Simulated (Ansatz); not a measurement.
System: fcc Pb. Method: PBE-D3(BJ) in Ansatz (PAW).

Numerical settings: plane-wave cutoff 500 eV, 26×26×26 k mesh, Fermi–Dirac smearing 0.1 eV, scalar-relativistic PAW data made under PBE.

Computed at the level's own relaxed cell.

Problem. What does this level give for the volume per atom and equilibrium lattice constant a?

Solution. 
* **volume per atom**: 30.49 Å³/atom
* **equilibrium lattice constant a**: 4.959 Å

Measured, for comparison: equilibrium volume per atom 29.45 Å³/atom (low-temperature or extrapolated to 0 K; zero-point anharmonic expansion removed; as tabulated in Csonka et al. (2009), arXiv:0903.4037); lattice constant a 4.902 Å (low-temperature or extrapolated to 0 K; zero-point anharmonic expansion removed, our sources range from 4.902 to 4.912; as tabulated in Csonka et al. (2009), arXiv:0903.4037). Computed (rounded) less measured: equilibrium volume per atom +3.5 %, lattice constant a +1.2 % (+1.0 % to +1.2 % over the range).

Note: a distance lies near a switch of the dispersion term, which can move the cell.

Spin–orbit coupling is not included; it can shift volumes and moduli of such heavy elements.

Ansatz is a first-principles code.
